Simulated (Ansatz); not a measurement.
**H₃S+ (triplet): the correlation ladder at distance S1–H3 = 3.289 Å, cc-pVDZ**

How much of the correlation energy of H₃S+ (triplet) does each wave-function method recover here?

Program: Ansatz 0.2.0, Gaussian basis. Level of theory: cc-pVDZ, core rule «outside noble gas», up to 5 orbitals frozen. These are calculated values, not measurements.

Plan: UHF; CCSD(T) on ROHF; CCSD(T) on UHF; BCCD(T) on ROHF; CISD; CCSDT(Q) on ROHF; CCSDT(Q) on UHF; CASSCF and MRCISD+Q, 4 electrons in 4 orbitals; CASSCF and NEVPT2, 4 electrons in 4 orbitals; CASSCF and MRCISD+Q, 8 electrons in 7 orbitals; CASSCF and NEVPT2, 8 electrons in 7 orbitals.

23 further runs of the same task are left out: 1 for a mislabelled method, 16 that didn't finish, 6 set aside as unsound or not needed.

## Step 1: What is computed

The geometry derives from a PBE0/def2-TZVP stationary point (not a proven minimum). One bond is set to the value named and the two fragments are kept rigid.

4 atoms, charge 1, spin multiplicity 3.

Atoms are counted from 1 here; the program's logs count them from 0.

Bond lengths: S1–H2 1.357 Å, S1–H4 1.520 Å. Angles: H2–S1–H4 89.9°.

## Step 2: UHF

The input, in.yaml:

```yaml
crystal:
  periodic: [false, false, false]
  atoms:
    - {symbol: S, position_ang: [0.000000, -0.039168, -0.050811]}
    - {symbol: H, position_ang: [0.000000, 1.318312, -0.050811]}
    - {symbol: H, position_ang: [0.000000, -0.035033, 3.238186]}
    - {symbol: H, position_ang: [0.000000, -0.037257, -1.570938]}
basis:
  gaussian: {orbitals: cc-pVDZ}
total_charge: 1
magnetization: {spin_polarized: true, initial_magnetization: 2}
hamiltonian: {xc: hf}
output: {orbitals: {seedname: orbitals}}
```

The run is started by

```console
> ansatz run in.yaml --threads 1 --pin off --events-out ev --progress --plain --max-ram 2393MiB
```

After this run come: CCSD(T) on ROHF; CCSD(T) on UHF; BCCD(T) on ROHF; CISD; CCSDT(Q) on ROHF; CCSDT(Q) on UHF; CASSCF and MRCISD+Q, 4 electrons in 4 orbitals; CASSCF and NEVPT2, 4 electrons in 4 orbitals; CASSCF and MRCISD+Q, 8 electrons in 7 orbitals; CASSCF and NEVPT2, 8 electrons in 7 orbitals.

**Question.** What will the summary of the whole plan be? Wanted: UCCSDT(Q) below the RHF energy; RMP2 from UCCSDT(Q); UMP2 from UCCSDT(Q); RCCSD from UCCSDT(Q); RCCSD(T) from UCCSDT(Q); UCCSD(T) from UCCSDT(Q); RCCSDT(Q) from UCCSDT(Q); NEVPT2 pair from UCCSDT(Q); MRCISD+Q pair from UCCSDT(Q).

**Answer**, as computed:

| quantity | value |
| --- | --- |
| UCCSDT(Q) below the RHF energy | -4.1585 eV |
| RMP2 from UCCSDT(Q) | +805.3 meV |
| UMP2 from UCCSDT(Q) | +815.0 meV |
| RCCSD from UCCSDT(Q) | +107.3 meV |
| RCCSD(T) from UCCSDT(Q) | +20.7 meV |
| UCCSD(T) from UCCSDT(Q) | +20.5 meV |
| RCCSDT(Q) from UCCSDT(Q) | +0.3 meV |
| NEVPT2 pair from UCCSDT(Q) | +694.2 meV |
| MRCISD+Q pair from UCCSDT(Q) | -19.8 meV |
| NEVPT2 valence from UCCSDT(Q) | +642.9 meV |
| levels within 1 kcal/mol (43 meV) | RCCSD(T), UCCSD(T), BCCD(T), RCCSDT, UCCSDT, RCCSDT(Q), MRCISD+Q pair, MRCISD+Q valence |
| T1 diagnostic | 0.016 |
| effectively unpaired electrons | 2.02 |

RCCSD(T) misses by +20.7 meV, 0.5 % of the correlation energy. One determinant dominates. Of the multireference levels listed MRCISD+Q valence comes nearest in total energy (-15.6 meV), which doesn't show that its space is the better one. These misses are within one basis, not against nature; the frozen cores of restricted and unrestricted runs differ, which can shift their rows.
